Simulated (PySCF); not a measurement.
**Reproducing measurements on PF3**

**What was measured.**

NIST CCCBDB Release 22 (SRD 101), experimental dipoles lists, for the gas: dipole moment (microwave Stark effect) 1.03 D.

The runs below try to reproduce these values; the comparison stands at the end.

Compound: PF3.
Atom-mapped SMILES: `[F:1][P:2]([F:3])[F:4]`

Geometry (PBE0-D3(BJ)/def2-SVP, Å), atoms numbered from 1 in this order:
```
atom  x, y, z in Å
F1    -0.8266   -1.0649   -0.3780
P2     0.0177   -0.1071    0.5791
F3     1.3789   -0.1382   -0.2532
F4    -0.5321    1.2822    0.0171
```

Runs made with PySCF (gas phase, on this PBE0-D3(BJ)/def2-SVP geometry; no spin–orbit coupling):

```csv
level,job,basis functions,wall time
"PBE0-D3(BJ)/def2-SVP, grid level 1",geometry optimisation from a GFN2-xTB start shaken at random,60,4.4 s
CAM-B3LYP/def2-SVPD,"6 singlets by full TDDFT, polarisability, dynamic polarisability, density and orbital grids written",93,5.8 s
"BHandHLYP/aug-pcX-1 (pcseg-1 on H, def2-SVPD on P)","K-edge TDA, 16 lines",123,2.0 s
```

Hardware: Arm Neoverse V1, one thread, on a shared host.

Results beside the measurements:

**Dipole moment.** Measured: 1.03 D (NIST CCCBDB Release 22 (SRD 101), experimental dipoles).

| level | computed (D) | computed − measured (D) | % (from the printed values) |
| --- | --- | --- | --- |
| PBE0-D3(BJ)/def2-SVP | 1.30 | +0.27 | +26 |
| CAM-B3LYP/def2-SVPD | 1.37 | +0.34 | +33 |
| BHandHLYP/aug-pcX-1 (def2-SVPD on P) | 1.42 | +0.39 | +38 |

Closest is PBE0-D3(BJ)/def2-SVP (+0.27 D), furthest BHandHLYP/aug-pcX-1 (def2-SVPD on P) (+0.39 D); one molecule doesn't rank methods. All 3 levels lie above the measurement. The computed dipoles belong to one fixed geometry; measured ones are averaged over vibrations unless marked μe. Magnitudes are compared, not signs.

The geometry is computed, not the measured one. Where a level misses, the cause wasn't examined.
